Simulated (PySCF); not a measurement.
# PH2F (phosphinous fluoride(8ci,9ci)): SVWN5/STO-3G

Aim: the vertical ionisation energy of PH2F (phosphinous fluoride(8ci,9ci)) at SVWN5/STO-3G, from 2 runs. 

Program for the calculation: PySCF 2.14.0.

10 further runs of the same task are left out: 1 that didn't finish, 9 set aside as unsound or not needed.

**1. The molecule**

PH2F has 4 atoms, charge 0, and is taken as a singlet. SMILES: `FP`. Geometry: relaxed at GFN2-xTB.

Bond lengths: F1–P2 1.632 Å, P2–H3 1.406 Å, P2–H4 1.406 Å. Angles: F1–P2–H3 93.5°, F1–P2–H4 93.5°, H3–P2–H4 91.6°.

**2. The energy at SVWN5/STO-3G**

calc.py

```python
# phosphinous fluoride(8ci,9ci)
from pyscf import gto, dft

mol = gto.M(
    atom='''
F      1.160540     0.668850    -0.222660
P     -0.072030    -0.369080    -0.479670
H     -1.053910     0.574260    -0.129560
H     -0.034600    -0.874030     0.831900
''',
    spin=0,
    verbose=4,
    max_memory=1860,
    basis='sto-3g',
)

mf = dft.RKS(mol)
mf.xc = 'svwn'
mf.conv_tol = 1e-10
mf.grids.level = 5
mf.kernel()
if not mf.converged:
    mf = mf.newton().run(mf.mo_coeff, mf.mo_occ)

energy = mf.e_tot
print('E(%s) = %.9f' % ('SVWN5', energy))
```

Launch:

```bash
$ OMP_NUM_THREADS=1 python calc.py
```

Standard output:

```text
PySCF version 2.14.0

[INPUT] num. atoms = 4
[INPUT] num. electrons = 26
[INPUT] charge = 0
[INPUT] spin (= nelec alpha-beta = 2S) = 0
[INPUT] symmetry False subgroup None
[INPUT] Mole.unit = angstrom
[INPUT] Symbol           X                Y                Z      unit          X                Y                Z       unit  Magmom
[INPUT]  1 F      1.160540000000   0.668850000000  -0.222660000000 AA    2.193102756603   1.263943318415  -0.420766418896 Bohr   0.0
[INPUT]  2 P     -0.072030000000  -0.369080000000  -0.479670000000 AA   -0.136116972752  -0.697460118054  -0.906444930170 Bohr   0.0
[INPUT]  3 H     -1.053910000000   0.574260000000  -0.129560000000 AA   -1.991601259940   1.085194124293  -0.244832916699 Bohr   0.0
[INPUT]  4 H     -0.034600000000  -0.874030000000   0.831900000000 AA   -0.065384523910  -1.651677324654   1.572063163026 Bohr   0.0

nuclear repulsion = 59.6290175704312
number of shells = 10
number of NR pGTOs = 48
number of NR cGTOs = 16
basis = sto-3g
ecp = {}

******** <class 'pyscf.dft.rks.RKS'> ********
method = RKS
initial guess = minao
damping factor = 0
level_shift factor = 0
DIIS = <class 'pyscf.scf.diis.CDIIS'>
diis_start_cycle = 1
diis_space = 8
diis_damp = 0
SCF conv_tol = 1e-10
SCF conv_tol_grad = None
SCF max_cycles = 50
direct_scf = True
direct_scf_tol = 1e-13
XC library pyscf.dft.libxc version 7.0.0
    S. Lehtola, C. Steigemann, M. J.T. Oliveira, and M. A.L. Marques.,  SoftwareX 7, 1–5 (2018)
XC functionals = svwn
    P. A. M. Dirac.,  Math. Proc. Cambridge Philos. Soc. 26, 376 (1930)
    F. Bloch.,  Z. Phys. 57, 545 (1929)
    S. H. Vosko, L. Wilk, and M. Nusair.,  Can. J. Phys. 58, 1200 (1980)
radial grids:
    Treutler-Ahlrichs [JCP 102, 346 (1995); DOI:10.1063/1.469408] (M4) radial grids

becke partition: Becke, JCP 88, 2547 (1988); DOI:10.1063/1.454033
pruning grids: <function nwchem_prune>
grids dens level: 5
symmetrized grids: False
atomic radii adjust function: <function treutler_atomic_radii_adjust>
small_rho_cutoff = 0
Set gradient conv threshold to 1e-05
Initial guess from minao.
tot grids = 134552
init E= -434.980708584926
  HOMO = -0.244658518812101  LUMO = 0.0483521555430755  gap/eV = 7.97323
cycle= 1 E= -435.008838227203  delta_E= -0.0281  |g|= 0.345  |ddm|= 2.27
  HOMO = 0.0659783218613409  LUMO = 0.211276287201939  gap/eV = 3.95376
cycle= 2 E= -434.710849774267  delta_E= 0.298  |g|= 1.07  |ddm|= 2.24
  HOMO = -0.0581106251484111  LUMO = 0.174167886439468  gap/eV = 6.32062
cycle= 3 E= -435.065060460664  delta_E= -0.354  |g|= 0.0899  |ddm|= 1.48
  HOMO = -0.0665688080228937  LUMO = 0.1723558008478  gap/eV = 6.50147
cycle= 4 E= -435.068131324602  delta_E= -0.00307  |g|= 0.0132  |ddm|= 0.132
  HOMO = -0.0689010871478068  LUMO = 0.170117199898662  gap/eV = 6.50402
cycle= 5 E= -435.068215054172  delta_E= -8.37e-05  |g|= 0.00287  |ddm|= 0.0284
  HOMO = -0.0692170257048749  LUMO = 0.170151020561398  gap/eV = 6.51354
cycle= 6 E= -435.068218253571  delta_E= -3.2e-06  |g|= 0.000455  |ddm|= 0.0047
  HOMO = -0.0692824199399881  LUMO = 0.170123848268706  gap/eV = 6.51458
cycle= 7 E= -435.068218362355  delta_E= -1.09e-07  |g|= 1.69e-05  |ddm|= 0.00113
  HOMO = -0.0692832048112097  LUMO = 0.17012400819852  gap/eV = 6.51460
cycle= 8 E= -435.068218362478  delta_E= -1.22e-10  |g|= 1.63e-06  |ddm|= 3.03e-05
  HOMO = -0.0692832859234741  LUMO = 0.170124022904259  gap/eV = 6.51460
cycle= 9 E= -435.068218362479  delta_E= -1.59e-12  |g|= 5.3e-08  |ddm|= 3.77e-06
  HOMO = -0.0692832587001958  LUMO = 0.170124034190663  gap/eV = 6.51460
Extra cycle  E= -435.068218362479  delta_E= 3.41e-13  |g|= 8.46e-08  |ddm|= 2.54e-07
converged SCF energy = -435.068218362479
E(SVWN5) = -435.068218362
```

Run time: 1.3 s. Hardware: 1 thread of Arm Neoverse V2, shared host; peak memory 0.13 GiB.

**3. The doublet cation**

calc.py

```python
from pyscf import gto, dft

mol = gto.Mole()
mol.atom = '''
F      2.193103     1.263943    -0.420766
P     -0.136117    -0.697460    -0.906445
H     -1.991601     1.085194    -0.244833
H     -0.065385    -1.651677     1.572063
'''
mol.max_memory = 1860
mol.verbose = 3
mol.unit = 'bohr'
mol.basis = 'sto-3g'
mol.charge = 1
mol.spin = 1
mol.build()

mf = dft.UKS(mol, xc='svwn')
mf.grids.level = 5
mf.conv_tol = 1e-10
mf.kernel()
if not mf.converged:
    mf = mf.newton().run(mf.mo_coeff, mf.mo_occ)

e_tot = mf.e_tot
print(f'total energy: {e_tot:.8f} hartree')
```

Launch:

```bash
$ OMP_NUM_THREADS=1 python calc.py
```

Standard output:

```text
converged SCF energy = -434.799717847545  <S^2> = 0.75017634  2S+1 = 2.0001763
total energy: -434.79971785 hartree
```

Wall time 1.7 s (1 thread of Arm Neoverse V2, shared host); peak memory 0.14 GiB.

**4. What came out**

Level: SVWN5/STO-3G.

| quantity | value |
| --- | --- |
| singlet PH2F: total energy | -435.06822 Eh |
| singlet PH2F: dipole moment | 0.70 D |
| singlet PH2F: HOMO energy | -1.89 eV |
| singlet PH2F: LUMO energy | 4.63 eV |
| singlet PH2F: HOMO–LUMO gap | 6.51 eV |
| doublet cation: total energy | -434.79972 Eh |
| doublet cation: HOMO energy (highest over α and β) | -13.60 eV |
| doublet cation: LUMO energy (lowest over α and β) | -12.48 eV |
| doublet cation: ⟨S²⟩ | 0.750 |
| vertical ionisation energy (to the doublet cation) | 7.306 eV |

**Reading.** The vertical ionisation energy comes to 7.31 eV (168 kcal/mol). −ε(HOMO) before ionisation, 1.89 eV, is 5.42 eV below this ionisation energy. In a minimal basis such a difference can be off by several eV, whatever the method.
